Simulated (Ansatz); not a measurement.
Species: C₃H₇O, net charge -1, singlet state. It need not be the lowest isomer of its formula. Whether it binds its extra electron was not tested at this geometry. 
Geometry from a B3LYP-D3(BJ)/def2-TZVP (Ansatz, an electronic-structure program) optimisation:
```
C
C 1 1.5132
H 2 1.0961 1 111.95
H 2 1.0979 3 107.36 1 121.56
H 2 1.1263 3 106.50 4 114.05
C 1 1.5132 2 108.07 3 -174.80
H 6 1.0961 1 111.95 2 174.80
H 6 1.0979 7 107.36 1 -121.56
H 6 1.1263 7 106.50 8 -114.05
O 1 1.5152 2 104.54 3 -63.84
H 10 0.9565 1 102.08 2 123.26
```
Charge -1, spin multiplicity 1.

Basis-set convergence of Hartree-Fock and CCSD(T) correlation energies (hartree) with Ansatz. Valence correlation only, unless marked. Spin-orbit coupling is left out. Non-relativistic. This anion needs diffuse functions, which these sets lack.

```csv
basis,functions,E(HF),"E(corr, CCSD(T))",rough core time
cc-pVDZ,91,-192.43176,-0.70077,under 20 s
cc-pVTZ,218,___,___,80 s
```

**Question.** Some entries are withheld; supply them.

**Answer.** 
- cc-pVTZ, E(HF): -192.49788
- cc-pVTZ, E(corr, CCSD(T)): -0.85999
